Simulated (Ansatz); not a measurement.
Basis or method: atomization of HOGe

HOGe, doublet; coordinates (Å): Ge 0.000 0.013 0.343; O 0.000 -0.107 -1.439; H 0.000 0.737 -1.900. Quantity: atomization.

Ansatz 0.2.0, basis cc-pVDZ or cc-pVTZ; geometries are PBE0/def2-TZVP minima. Wave-function levels freeze the cores with the filled d shells of p-block atoms; HF, MP2 and coupled cluster are restricted for singlets and unrestricted otherwise, atoms included (their steps beyond CCSDT(Q) come from restricted open-shell runs), restricted open-shell where a d shell is frozen, Kohn–Sham unrestricted where that lies lower. The reference is CCSDT(Q) or CCSDTQ (coupled cluster only where its series has nearly closed). Semilocal and hybrid functionals correlate all electrons outside any core potential and usually lie nearer their basis limit than the reference, so part of their error here is the reference's basis and frozen-core error; RPA and the MP2 part of double hybrids freeze the same cores as the reference. None of these values is a measured one. Energies are electronic, without zero-point terms. No spin–orbit coupling and no scalar relativity. The species are chosen: bound, without strong static correlation by their natural occupations or amplitudes, in their lowest spin state as far as vertical gaps and like structures tell, and with a ladder that closes on the reference, so errors are smaller than for species at large; levels whose determinant breaks symmetry or spin markedly are left out.

```csv
level,cc-pVDZ (kcal/mol),cc-pVTZ (kcal/mol)
reference,182.6 (CCSDTQ),200.8 (CCSDT(Q))
CCSD,178.5,195.5
CCSD(T),182.0,200.6
PBE,208.1,214.8
PBE0,196.5,204.0
B3LYP,199.4,206.9
wB97M-V,202.2,208.1
RPA-PBE,171.9,189.2
```

From cc-pVDZ to cc-pVTZ the reference moves by 18.2 kcal/mol and PBE by 6.7; the step from CCSD(T) to the reference is 0.5 in the first and 0.1 in the last.
